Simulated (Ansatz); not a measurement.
# Structure relaxation of Mo₂H₃

All numbers below come from Ansatz, DFT PBE, scalar-relativistic, plane waves, PAW. Cutoff 420 eV, Γ-centred k mesh, Gaussian smearing, no spin polarisation in the final step.

The start puts Mo₂H₃ on the tetradymite structure type (R-3m, No. 166), with Mo in place of Bi, H in place of Te, at a guessed volume.

```xyz
5
Lattice="1.4439 0.8336 6.6932 -1.4439 0.8336 6.6932 0.0000 -1.6673 6.6932" Properties=species:S:1:pos:R:3 pbc="T T T"
H     0.0000    0.0000    0.0000
H     0.0000    0.0000    4.2067
H     0.0000    0.0000   15.8730
Mo    0.0000    0.0000    8.0319
Mo    0.0000    0.0000   12.0478
```

Steps on the 6×6×6 mesh (5 atoms). 7 of 8 steps are shown, and the free energy counts from the last. Trial steps that were taken back and renewals of the plane-wave basis can be among the rows.

```csv
step,ΔF (meV/atom),V (Å³/atom),P (GPa),largest force component (eV/Å)
1,171.7,9.67,-15.88,1.690
2,43.6,8.76,9.24,0.940
3,3.4,9.52,-2.07,0.259
4,1.7,9.49,-1.24,0.224
5,0.8,9.56,1.31,0.052
6,0.4,9.67,0.49,0.009
8,0.0,9.88,0.17,0.016
```

A final relaxation ran on a 18×18×18 mesh. The relaxed crystal, R-3m (No. 166):

Space group R-3m:H (No. 166). a = 2.904 Å, b = 2.904 Å, c = 20.214 Å, α = 90.00°, β = 90.00°, γ = 120.00°
```csv
atom,site,symmetry,x,y,z
H,3a,-3m,0.0000,0.0000,0.0000
H,6c,3m,0.3333,0.6667,0.8957
Mo,6c,3m,0.6667,0.3333,0.7215
```

```
Volume per atom          : 9.8 Å³
Density                  : 6.6 g/cm³
Energy over the elements : 0.12 eV/atom
Gap on the 18×18×18 mesh : 0 eV (a metal)
```

The zero of energy is the elements' standard structures at the same level (H₂ as a molecule); no fitted shifts are applied.

The final run used a 18×18×18 mesh on its 5-atom cell and 0.10 eV smearing. The k mesh leaves about 4 meV/atom of noise in metals. No dispersion correction is applied, so the spacing between layers, chains or molecules is poorly fixed, and with it the volume and density.

A structure relaxed within its symmetry needn't be a true minimum.

Cost: 3 runs of about 2.7 core-minutes in all, on Intel Xeon Platinum 8488C (Sapphire Rapids) (shared hosts).